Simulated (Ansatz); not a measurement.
A nudged elastic band was laid between two geometries of CH5B + H2 (9 atoms, charge 0, multiplicity 1).

Method: Ansatz 0.2.0, RKS B3LYP/def2-SVP.

```yaml
movable_images: 5
climbing_image: yes
spring: 5.0 eV/Å²
optimiser: quadratic models (default)
start_path: through a guess of the saddle point
force_threshold: 0.05 eV/Å
iteration_limit: 60
end_points: relaxed
```

Initial state:

```xyz
9
Properties=species:S:1:pos:R:3
B 0.030 0.224 0.422
C 0.055 0.422 1.968
H -0.890 0.195 2.485
H 0.900 -0.054 2.488
H 0.207 1.519 2.078
H 1.054 0.048 -0.198
H -0.999 0.332 -0.203
H -0.317 -2.550 -0.114
H -0.389 -2.709 0.627
```

Final state:

```xyz
9
Properties=species:S:1:pos:R:3
B -0.102 -0.565 -0.639
C 0.012 -0.056 2.430
H -0.965 0.073 2.915
H 0.781 -0.266 3.187
H 0.277 0.860 1.885
H 0.993 -0.080 -0.763
H -1.080 0.137 -0.654
H -0.222 -1.760 -0.547
H -0.043 -0.915 1.740
```

Which bonds break or form, and what moves?

Bonds broken: B1–C2, H8–H9. Bonds formed: B1–H8, C2–H9. CH5B + H2 becomes BH3 + CH4.

What energy profile does the band end with?

The run converged. The highest image is number 3 of 0 to 6, 0.65 eV above the first end and 0.84 eV above the last; the last end lies 0.20 eV below the first. A vibrational analysis at the climbing image gives one clearly imaginary mode, 1089i cm⁻¹: a first-order saddle point. The orbitals stay closed-shell, which can raise the energy where a bond breaks towards radicals; this wasn't checked here.

```tsv
image	path coordinate (Å)	energy (eV)	B1–C2 (Å)	H8–H9 (Å)	B1–H8 (Å)
0	0.00	0.00	1.56	0.76	2.85
1	0.76	0.02	1.56	0.76	2.28
2	1.51	0.10	1.60	0.79	1.64
3	2.27	0.65	1.78	1.11	1.29
4	2.89	0.01	2.22	1.65	1.21
5	3.51	-0.18	2.70	2.05	1.21
6	4.14	-0.20	3.11	2.45	1.20
```

What is the geometry of the highest image?


```xyz
9
Properties=species:S:1:pos:R:3
B -0.045 -0.311 0.173
C -0.013 -0.017 1.930
H -0.975 -0.147 2.447
H 0.790 -0.481 2.524
H 0.204 1.057 1.871
H 1.046 -0.058 -0.266
H -1.069 0.158 -0.249
H -0.174 -1.586 0.042
H -0.114 -1.188 1.081
```

What are the harmonic wavenumbers there?

1089i, 202, 610, 683, 870, 968, 1004, 1057, 1112, 1149, 1251, 1297, 1454, 1465, 2225, 2421, 2588, 2671, 3047, 3137, 3162 cm⁻¹.

The band took 11 iterations and of the order of 70 core-seconds.

The run took 67 s on 1 thread of Arm Neoverse V2, with other jobs on the host, peak memory 0.11 GiB.
